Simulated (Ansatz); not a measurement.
**What a trial cell of ScBe relaxes into**

The calculation used DFT PBE, scalar-relativistic, plane waves, PAW in Ansatz 0.2.0. Cutoff 420 eV, Γ-centred k mesh, Gaussian smearing, no spin polarisation in the final step.

The start puts ScBe on the CrB structure type (Cmcm, No. 63), with Sc in place of Cr, Be in place of B, at a guessed volume.

```yaml
crystal:
  lattice:
    - [1.71430, -4.52321, 0.00000]
    - [1.71430, 4.52321, 0.00000]
    - [0.00000, 0.00000, 3.40544]
  atoms:
    - { symbol: Sc, position: [0.85400, 0.14600, 0.75000] }
    - { symbol: Sc, position: [0.14600, 0.85400, 0.25000] }
    - { symbol: Be, position: [0.55000, 0.45000, 0.75000] }
    - { symbol: Be, position: [0.45000, 0.55000, 0.25000] }
```

Cell and atoms relax at zero pressure; the relaxation can't lower the symmetry of the start. After a coarse first stage the cell is made exact in the group found at 0.06 Å.

Formation energies are uncorrected and refer to the elements' standard structures at the same level.

Question: What does it relax into?

Answer: It keeps Cmcm (No. 63). The result has the CrB (Sc on Cr sites) structure. Conventional cell: a = 3.322 Å, b = 10.268 Å, c = 3.896 Å. Around Sc lie 6 Be at 2.70–2.72 Å and 1 Be at 3.01 Å (next Sc at 3.30 Å); around Be lie 2 Be at 2.28 Å.

Space group Cmcm (No. 63). a = 3.322 Å, b = 10.268 Å, c = 3.896 Å, α = 90.00°, β = 90.00°, γ = 90.00°
```tsv
atom	site	symmetry	x	y	z
Sc	4c	m2m	0.5000	0.6486	0.7500
Be	4c	m2m	0.5000	0.9419	0.7500
```

Question: What are its volume, energy, density and gap?

Answer: The volume per atom is 16.61 Å³ and the density is 2.70 g/cm³. The energy over the elements is 0.00 eV/atom and the gap on the 14×14×12 mesh is 0 eV (a metal).

The final run used a 14×14×12 mesh on its 4-atom cell and 0.10 eV smearing. For metals, differences of a few meV/atom aren't resolved. A structure relaxed within its symmetry needn't be a true minimum. The steps took roughly 5 core-minutes in all.